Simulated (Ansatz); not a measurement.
# SiHCl2 radical: up Jacob's ladder to CCSD(T)

Aim: compute SiHCl2 radical with functionals from several rungs and with coupled cluster, and see how far each lands from CCSD(T) at the basis-set limit for the atomisation energy.

The runs use Ansatz 0.2.0, Gaussian basis; functionals in def2-TZVPP, the program's frozen cores in correlated methods.

The runs, in order: LDA (SPW92), PBE-D4, revPBE-D4, BLYP-D4, r2SCAN-D4, B97M-V, PBE0-D4, B3LYP-D4, r2SCANh-D4, r2SCAN0-D4, HSE06-D4, BHLYP-D4, CAM-B3LYP-D4, LC-ωPBE, ωB97X-V, ωB97M-V, B2PLYP, PBE-QIDH; CCSD(T)/def2-SVP; CCSD(T)/def2-TZVPP; MP2/def2-QZVPP; extrapolation to the limit; RPA on PBE.

### Step 1. The relaxed structure

All runs share one geometry, relaxed beforehand with PBE0-D4 in a triple-zeta def2 set.

SMILES `Cl[SiH]Cl`, 4 atoms, charge 0, spin multiplicity 2.

Atoms are counted from 1 here; the program's logs count them from 0.

Bond lengths: Cl1–Si2 2.047 Å, Si2–Cl3 2.047 Å, Si2–H4 1.488 Å. Angles: Cl1–Si2–Cl3 110.2°, Cl1–Si2–H4 108.0°, Cl3–Si2–H4 108.0°.

Coordinates:

```csv
atom,x (Å),y (Å),z (Å)
Cl1,-1.6466,0.1778,0.8894
Si2,0.1876,-0.4142,0.2000
Cl3,0.2509,-0.2813,-1.8417
H4,1.2082,0.5177,0.7524
```

### Step 2. LDA

This LDA is Slater exchange with PW92 correlation.

Contents of in.yaml:

```yaml
crystal:
  periodic: [false, false, false]
  atoms:
    - {symbol: Cl, position_ang: [-1.646644, 0.177814, 0.889382]}
    - {symbol: Si, position_ang: [0.187626, -0.414158, 0.199985]}
    - {symbol: Cl, position_ang: [0.250858, -0.281336, -1.841739]}
    - {symbol: H, position_ang: [1.208160, 0.517690, 0.752372]}
basis:
  gaussian: {orbitals: def2-TZVPP}
magnetization: {spin_polarized: true, initial_magnetization: 1}
hamiltonian: {xc: lda}
output: {orbitals: {seedname: orbitals}}
```

Further steps of the session: PBE-D4 (GGA); revPBE-D4 (GGA); BLYP-D4 (GGA); r2SCAN-D4 (meta-GGA); B97M-V (meta-GGA); PBE0-D4 (hybrid); B3LYP-D4 (hybrid); r2SCANh-D4 (hybrid); r2SCAN0-D4 (hybrid); HSE06-D4 (hybrid); BHLYP-D4 (hybrid); CAM-B3LYP-D4 (range-separated); LC-ωPBE-D4 (range-separated); ωB97X-V (range-separated); ωB97M-V (range-separated); B2PLYP (double hybrid); PBE-QIDH (double hybrid); CCSD(T) in def2-SVP; CCSD(T) in def2-TZVPP; MP2 in def2-QZVPP; RPA on PBE orbitals.

Q: Predict the results of all the runs planned. Wanted: atomisation energy, CCSD(T)/CBS; farthest beyond LDA; mean size of error, GGA; mean size of error, meta-GGA; mean size of error, hybrid; mean size of error, range-separated; mean size of error, double hybrid; gap, smallest and largest; T1 diagnostic.

As calculated:

```
                               quantity                                     value
        atomisation energy, CCSD(T)/CBS                             1085.0 kJ/mol
  functionals within 5.4 kJ/mol (0.5 %)                       revPBE-D4, PBE-QIDH
                    farthest beyond LDA                   BHLYP-D4 (-33.7 kJ/mol)
                mean size of error, GGA                               14.1 kJ/mol
           mean size of error, meta-GGA                               27.8 kJ/mol
             mean size of error, hybrid                               15.4 kJ/mol
    mean size of error, range-separated                               10.9 kJ/mol
      mean size of error, double hybrid                               13.1 kJ/mol
              gap, smallest and largest  1.15 eV (LDA (SPW92)), 8.67 eV (LC-ωPBE)
                          T1 diagnostic                                    0.0125
triples share of the correlation energy                                     4.1 %
```

In words: The LDA atomisation energy is off by 159.1 kJ/mol (15 %): it overbinds. PBE-D4 misses by +22.3 kJ/mol. Double hybrids carry the basis error of their MP2 part in triple zeta, and no dispersion term here, so their miss is partly the set-up's. By mean error the best rung here is range-separated (10.9 kJ/mol) and the worst beyond LDA is meta-GGA (27.8 kJ/mol). The gap between the best rungs is small, so their order is not settled. Misses under about 5.4 kJ/mol are within the doubt on the reference itself, which lacks core-valence correlation, relativity and higher excitations. Hartree-Fock recovers 75 % of the binding; the rest is correlation. CCSD(T) in def2-SVP is off by -119.7 kJ/mol, more than most functionals: a good method in a small basis is no reference. The gap grows from 1.2 to 8.7 eV across the functionals, mostly with the share of exact exchange.
